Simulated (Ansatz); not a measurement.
Relative stability

The two ends of one reaction step of CH7ClSi, singlet (PBE0-D4/def2-TZVP).

A:

```xyz
10
angstrom
Si -0.6145 -0.6525 0.7049
Cl 3.0808 0.3221 -0.8304
H -1.3845 -1.8475 0.2717
H -1.0991 -0.2229 2.0425
C -0.7317 0.7296 -0.5442
H 2.2132 -0.2932 -0.1076
H 0.8081 -1.0853 0.8729
H -0.1469 1.5950 -0.2253
H -1.7702 1.0455 -0.6664
H -0.3553 0.4093 -1.5180
```

B:

```
atom    x (Å)    y (Å)    z (Å)
 Si1  -0.4087  -0.9594  -0.3785
 Cl2   1.5384  -1.3771  -0.9204
  H3  -1.2874  -1.7827  -1.2448
  H4  -0.5705  -1.3806   1.0342
  C5  -0.7394   0.8544  -0.5955
  H6   2.0758   0.2807   1.7222
  H7   1.8262   0.6834   2.2996
  H8  -0.0714   1.4462   0.0334
  H9  -1.7714   1.0824  -0.3145
 H10  -0.5915   1.1527  -1.6354
```

Program: Ansatz 0.2.0. Basis: def2-TZVPP. Cores are frozen in the correlated methods. B3LYP uses VWN-RPA correlation.

**Question.** Which structure is lower at CCSD(T), and by how much? (Judge from chemistry; the value comes from the calculation.)

**Answer.** By the calculation: B, by 0.740 eV (electronic energy, against the other). By their contacts, A is a complex of CH₆Si ([CH3][SiH3]) + HCl and B is a complex of CH₅ClSi ([CH3][SiH2][Cl]) + H₂.

All methods give the same order:

```tsv
method	E(B) − E(A) (eV)
SPW92	-0.669
PBE-D4	-0.755
BLYP-D4	-0.760
r2SCAN-D4	-0.822
B97M-V	-0.768
PBE0-D4	-0.766
B3LYP-D4	-0.764
r2SCAN0-D4	-0.815
BHLYP-D4	-0.779
CAM-B3LYP-D4	-0.738
wB97X-V	-0.784
wB97M-V	-0.805
B2PLYP	-0.770
PBE-QIDH	-0.797
RPA on PBE	-0.707
HF	-0.757
MP2	-0.836
CCSD	-0.723
CCSD(T)	-0.740
```

T1 diagnostic: at most 0.009.

Labels in which every atom is bracketed show which atoms are joined, not bond orders.

For scale, one of the runs: CCSD(T)/def2-TZVPP, 213 basis functions, launched by `ansatz run in.yaml --threads 4 --pin off --events-out ev --progress --plain --max-ram 9574MiB`. Hardware: 4 CPU threads of an Arm Neoverse V2, shared host. Wall time 29 s; peak host memory 2.8 GiB.
